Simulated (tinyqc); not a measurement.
Inside a calculation. Method: RKS/BP86 in the sto-3g basis, for OH-, spin multiplicity 1. The basis has no diffuse functions, so it cannot describe the extra electron: this is an exercise in the method, not the real anion. One step of it, computed by the program tinyqc.

Task: Iteration 1: building the Kohn-Sham matrix. J_ij = sum D_kl (ij|kl); F = H + J + V_xc; E = tr D H + tr D J / 2 + E_xc + E_nn.

D at the start, lower triangle:
```
            1O 1s      1O 2s     1O 2px     1O 2py     1O 2pz     2H 1s
1O 1s    1.215977
1O 2s    0.507356   1.452109
1O 2px  -0.539811   0.645748   1.681121
1O 2py  -0.119174   0.142562  -0.070399   1.984458
1O 2pz   0.174707   0.234551   0.144080   0.031809   2.367007
2H 1s   -0.786393  -0.236584  -0.573040  -0.126510  -0.888031  2.014586
```

core Hamiltonian H = T + V (hartree), lower triangle:
```
             1O 1s      1O 2s     1O 2px     1O 2py     1O 2pz      2H 1s
1O 1s   -32.142324
1O 2s    -7.475850  -8.765682
1O 2px    0.000000   0.000000  -6.934827
1O 2py    0.000000   0.000000   0.000000  -6.934827
1O 2pz   -0.014110  -0.168574   0.000000   0.000000  -7.046932
2H 1s    -1.537845  -3.252689   0.000000   0.000000  -2.322192  -4.555571
```

Two-electron integrals (ij|kl) in chemists' order, unique and non-zero (hartree):
```
(11|11) 4.785065   (21|11) 0.741380   (21|21) 0.136873   (22|11) 1.118947
(22|21) 0.256633   (22|22) 0.817206   (31|31) 0.024477   (32|31) 0.037809
(32|32) 0.180518   (33|11) 1.115814   (33|21) 0.256684   (33|22) 0.817023
(33|33) 0.880159   (41|41) 0.024477   (42|41) 0.037809   (42|42) 0.180518
(43|43) 0.047444   (44|11) 1.115814   (44|21) 0.256684   (44|22) 0.817023
(44|33) 0.785270   (44|44) 0.880159   (51|51) 0.024477   (52|51) 0.037809
(52|52) 0.180518   (53|53) 0.047444   (54|54) 0.047444   (55|11) 1.115814
(55|21) 0.256684   (55|22) 0.817023   (55|33) 0.785270   (55|44) 0.785270
(55|55) 0.880159   (61|11) 0.153481   (61|21) 0.028095   (61|22) 0.052336
(61|33) 0.052235   (61|44) 0.052235   (61|51) 0.001297   (61|52) 0.002426
(61|55) 0.052545   (61|61) 0.005842   (62|11) 0.372062   (62|21) 0.086397
(62|22) 0.304452   (62|33) 0.299290   (62|44) 0.299290   (62|51) 0.006484
(62|52) 0.049461   (62|55) 0.314485   (62|61) 0.018078   (62|62) 0.140237
(63|31) 0.009056   (63|32) 0.052661   (63|53) 0.010286   (63|63) 0.020024
(64|41) 0.009056   (64|42) 0.052661   (64|54) 0.010286   (64|64) 0.020024
(65|11) 0.267378   (65|21) 0.062893   (65|22) 0.236661   (65|33) 0.225914
(65|44) 0.225914   (65|51) 0.013194   (65|52) 0.089085   (65|55) 0.257891
(65|61) 0.013744   (65|62) 0.132412   (65|65) 0.143613   (66|11) 0.510526
(66|21) 0.120478   (66|22) 0.486729   (66|33) 0.467027   (66|44) 0.467027
(66|51) 0.011753   (66|52) 0.123429   (66|55) 0.525527   (66|61) 0.025437
(66|62) 0.281728   (66|65) 0.303700   (66|66) 0.774606
```

nuclear repulsion = 4.21655148 hartree

V_xc (hartree), lower triangle:
```
            1O 1s      1O 2s     1O 2px     1O 2py     1O 2pz      2H 1s
1O 1s   -2.769798
1O 2s   -0.403138  -0.825706
1O 2px   0.006220  -0.027817  -0.803936
1O 2py   0.001373  -0.006141   0.003779  -0.820218
1O 2pz  -0.004165  -0.010623  -0.001574  -0.000348  -0.839076
2H 1s   -0.084090  -0.303330  -0.006492  -0.001433  -0.247138  -0.552066
```

E_xc = sum of w rho eps_xc = -8.06830254 hartree

Give: Coulomb J; Kohn-Sham matrix F; total energy of this density.

Result:

Coulomb J (hartree), lower triangle:
```
          1O 1s   1O 2s   1O 2px  1O 2py  1O 2pz   2H 1s
1O 1s   15.0631
1O 2s    3.0075  8.0703
1O 2px   0.0120  0.1320   8.0163
1O 2py   0.0027  0.0291  -0.0067  8.0450
1O 2pz   0.0214  0.1611   0.0019  0.0004  8.1347
2H 1s    0.6177  3.0867   0.0382  0.0084  2.4900  5.3155
```

Kohn-Sham matrix F (hartree), lower triangle:
```
           1O 1s    1O 2s   1O 2px  1O 2py   1O 2pz   2H 1s
1O 1s   -19.8491
1O 2s    -4.8715  -1.5211
1O 2px    0.0182   0.1041   0.2775
1O 2py    0.0040   0.0230  -0.0029  0.2900
1O 2pz    0.0031  -0.0181   0.0003  0.0001   0.2487
2H 1s    -1.0043  -0.4693   0.0318  0.0070  -0.0793  0.2079
```

total energy of this density = -63.609830 hartree
